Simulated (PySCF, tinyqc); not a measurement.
Inside a calculation. Method: FCI on RHF in the sto-3g basis, frozen core, for HF, spin multiplicity 1. The lowest restricted solution is unstable here: a spin-polarised one lies 0.0995 hartree lower (PySCF). One step of it, computed by the program tinyqc.

Question. Orthogonalisation. S = U s U^T; symmetric (Loewdin) form X = U s^(-1/2) U^T, so that X^T S X = 1.

overlap S, order 1F 1s, 1F 2s, 1F 2px, 1F 2py, 1F 2pz, 2H 1s:
$$\begin{pmatrix}
1.000000 & 0.237990 & 0.000000 & 0.000000 & 0.000000 & 0.009419 \\
0.237990 & 1.000000 & 0.000000 & 0.000000 & 0.000000 & 0.124375 \\
0.000000 & 0.000000 & 1.000000 & 0.000000 & 0.000000 & 0.000000 \\
0.000000 & 0.000000 & 0.000000 & 1.000000 & 0.000000 & 0.000000 \\
0.000000 & 0.000000 & 0.000000 & 0.000000 & 1.000000 & 0.118938 \\
0.009419 & 0.124375 & 0.000000 & 0.000000 & 0.118938 & 1.000000
\end{pmatrix}$$

Give: eigenvalues of S; X.

Answer.

eigenvalues of S: [0.7291, 0.8927, 1.0000, 1.0000, 1.0987, 1.2794]

X, order 1F 1s, 1F 2s, 1F 2px, 1F 2py, 1F 2pz, 2H 1s:
$$\begin{pmatrix}
1.0223 & -0.1242 & 0.0000 & 0.0000 & -0.0007 & 0.0069 \\
-0.1242 & 1.0284 & 0.0000 & 0.0000 & 0.0058 & -0.0648 \\
0.0000 & 0.0000 & 1.0000 & 0.0000 & 0.0000 & 0.0000 \\
0.0000 & 0.0000 & 0.0000 & 1.0000 & 0.0000 & 0.0000 \\
-0.0007 & 0.0058 & 0.0000 & 0.0000 & 1.0054 & -0.0606 \\
0.0069 & -0.0648 & 0.0000 & 0.0000 & -0.0606 & 1.0115
\end{pmatrix}$$
